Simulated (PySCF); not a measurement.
fluoromethane cation (CH3F), SMILES FC (connectivity only; charge and spin as stated), charge +1, multiplicity 2. Atoms are numbered in the order given.

```xyz
5

C      0.0828     0.5663     0.0000
F     -0.0188    -0.7167     0.0000
H      1.0886     0.9794     0.0000
H     -0.7083     1.0367    -0.7247
H     -0.7083     1.0367     0.7247
```
Charge +1, spin multiplicity 2.

The structure is a stationary point at B3LYP-D3(BJ)/def2-TZVP. The spin state was assumed, not searched.

Method: PySCF with B3LYP-D3(BJ)/def2-TZVP.

Frequencies are harmonic and unscaled.

Give all harmonic wavenumbers and intensities. (An estimate is asked for; the answer gives what the named calculation found.)


```tsv
mode	ν (cm⁻¹)	IR (km/mol)	moving atoms (share of kinetic energy)
1	766	107.1	H 68 %, C 30 %
2	963	15.1	H 98 %
3	991	110.9	H 88 %, C 12 %
4	1071	49.3	H 76 %, C 17 %
5	1304	102.9	F 40 %, C 33 %, H 27 %
6	1459	14.5	H 75 %, C 21 %
7	2155	189.9	H 98 %
8	2522	101.3	H 93 %
9	3184	34.6	H 91 %, C 9 %
```
